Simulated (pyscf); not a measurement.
`[CH3]` [doublet] + `[CH3][SiH3]` → `[CH4]` + `[CH3][SiH2]` [doublet] (hydrogen abstraction; doublet surface; H–Si broken, C–H formed). PySCF, gas phase, ωB97X-D3(BJ)/def2-SVP geometries. Energies in kcal/mol from the separated reactants.

```tsv
level	barrier	reaction energy
ωB97X-D3(BJ)/def2-TZVP	7.4	-14.8
r²SCAN/def2-TZVP	6.1	-15.0
B3LYP-D3(BJ)/def2-TZVP	(withheld)	(withheld)
PBE0-D3(BJ)/def2-TZVP	4.8	-16.9
M06-2X/def2-TZVP	8.3	-17.5
ωB97M-D3(BJ)/def2-TZVP	(withheld)	-14.6
```

### Question
What belongs in the gaps?

### Answer

- B3LYP-D3(BJ)/def2-TZVP, barrier: 5.7
- B3LYP-D3(BJ)/def2-TZVP, reaction energy: -15.2
- ωB97M-D3(BJ)/def2-TZVP, barrier: 8.6

The functionals in the table span 3.8 kcal/mol in this barrier, from PBE0-D3(BJ) to ωB97M-D3(BJ)/def2-TZVP. This is the saddle that the search found; another between the same sides may lie lower. The angle at the transferred H is 177°.
